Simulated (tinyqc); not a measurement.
Worked calculation: geometry optimisation on the LDA (VWN5)/sto-3g surface (energies and gradients from PySCF), for H2O, spin multiplicity 1. One step of it, computed by the program tinyqc.

Task: Step 2: move. Quasi-Newton step p = -H^(-1) g (the inverse Hessian comes from BFGS updates; coordinates in the order x, y, z of each atom); steps longer than 0.1 bohr are cut back (factor 0.769 here).

positions after step 1 (bohr), order 1O, 2H, 3H:
$$\begin{pmatrix}
0.068216 & -0.034781 & -0.027828 \\
0.014919 & 1.444932 & 1.127227 \\
0.022686 & -1.618025 & 1.132372
\end{pmatrix}$$

gradient (hartree/bohr), order 1O, 2H, 3H:
$$\begin{pmatrix}
-0.00193195 & 0.03686087 & 0.04309185 \\
0.00158592 & -0.01368635 & -0.03621781 \\
0.00035535 & -0.02316712 & -0.00688766
\end{pmatrix}$$

inverse Hessian in use (bohr^2/hartree):
```
           1          2          3          4          5          6          7          8
1   3.332672   0.028691   0.013666   0.000829  -0.024121  -0.017890  -0.000169  -0.004571
2   0.028691   2.216105  -0.601435  -0.033684   0.892308   0.732535   0.005028   0.224920
3   0.013666  -0.601435   3.051540  -0.017276   0.508798   0.372589   0.003648   0.092651
4   0.000829  -0.033684  -0.017276   3.332335   0.027483   0.021641   0.000171   0.006201
5  -0.024121   0.892308   0.508798   0.027483   2.639939  -0.599803  -0.003378  -0.198904
6  -0.017890   0.732535   0.372589   0.021641  -0.599803   2.864305  -0.003785  -0.132739
7  -0.000169   0.005028   0.003648   0.000171  -0.003378  -0.003785   3.333332  -0.001650
8  -0.004571   0.224920   0.092651   0.006201  -0.198904  -0.132739  -0.001650   3.307308
9   0.004227  -0.131179  -0.090868  -0.004368   0.091048   0.096506   0.000136   0.040124

           9
1   0.004227
2  -0.131179
3  -0.090868
4  -0.004368
5   0.091048
6   0.096506
7   0.000136
8   0.040124
9   3.327700
```

Give: positions after step 2.

Result:

positions after step 2 (bohr), order 1O, 2H, 3H:
$$\begin{pmatrix}
0.0711 & -0.0445 & -0.0949 \\
0.0134 & 1.4107 & 1.1656 \\
0.0213 & -1.5742 & 1.1611
\end{pmatrix}$$
